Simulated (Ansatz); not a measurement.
## C2H5Al (SMILES C=[CH][AlH2]): the energy, rung by rung

C2H5Al: 8 atoms, total charge 0, spin state singlet. SMILES: `C=[CH][AlH2]`. Geometry: optimised at r2SCAN/def2-SVP.

Quantity: the adiabatic electron affinity (to the doublet anion, shapes relaxed at r2SCAN/def2-SVP, no zero-point term), in eV. The values are calculated.

The electron affinity is E(neutral) − E(anion): positive where the electron is bound.

```csv
level,kind,program,value (eV)
HF/def2-TZVP,Hartree–Fock,Ansatz,-0.31
PBE/def2-TZVP,GGA,Ansatz,0.33
r2SCAN/def2-TZVP,meta-GGA,Ansatz,0.37
B3LYP/def2-TZVP,global hybrid,Ansatz,0.22
MP2/def2-TZVP,perturbation theory,Ansatz,-0.20
```

The values span -0.31 to 0.37 eV. Spin contamination of the reference (⟨S²⟩ at least 0.1 too high) touches HF/def2-TZVP, MP2/def2-TZVP.
